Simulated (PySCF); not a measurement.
# C4H9F: the cost of one run

The runs use PySCF 2.14.0, with density-fitted response routines of our own; the level of theory stands in each step. All values are computed, except where a source is named. Atoms are numbered from 0 throughout.

### Step 1. The starting structure

14 atoms, charge 0, multiplicity 1; geometry from: GFN2-xTB. The atoms were then displaced at random by about 0.01 Å, so the start is not that level's minimum.

Bonds of the start (Å): C0–C1 1.54, C1–C2 1.53, C1–C3 1.51, C1–F4 1.39, C0–H5 1.11, C0–H6 1.10, C0–H7 1.06, C2–H8 1.05, C2–H9 1.09, C2–H10 1.09, C3–H11 1.07, C3–H12 1.12, C3–H13 1.13.

### Step 2. Geometry optimisation at PBE0-D3(BJ)/def2-TZVP

The job: settings as JSON, then the geometry in Å.

```
{"job": {"xc": "PBE0", "basis": "def2-TZVP", "d3": "d3bj", "grid": 2, "shake": 0.01, "kind": "geom"}, "charge": 0, "multiplicity": 1}
C      1.280800    -0.004140    -0.735430
C      0.149270    -0.074420     0.304430
C     -0.824360    -1.221550     0.007940
C     -0.549240     1.257080     0.464420
F      0.769040    -0.355730     1.521220
H      0.828960     0.238970    -1.717400
H      1.967540     0.811090    -0.476590
H      1.821920    -0.912330    -0.792560
H     -1.312070    -1.046100    -0.910270
H     -1.548550    -1.297650     0.818190
H     -0.265890    -2.160550    -0.025170
H      0.125120     2.044000     0.736170
H     -1.109740     1.527830    -0.469690
H     -1.339940     1.178430     1.267000
```

Launch:

```bash
> OMP_NUM_THREADS=1 python probes_run.py task.json out
```

The driver reads the jobs from task.json and runs them one after another.

**Question.** How long does this first job take on 1 thread of Intel Xeon Platinum 8259CL at 2.50GHz, shared host, and how much memory does it need?

About 2.7 min, with a peak of 1 GiB.
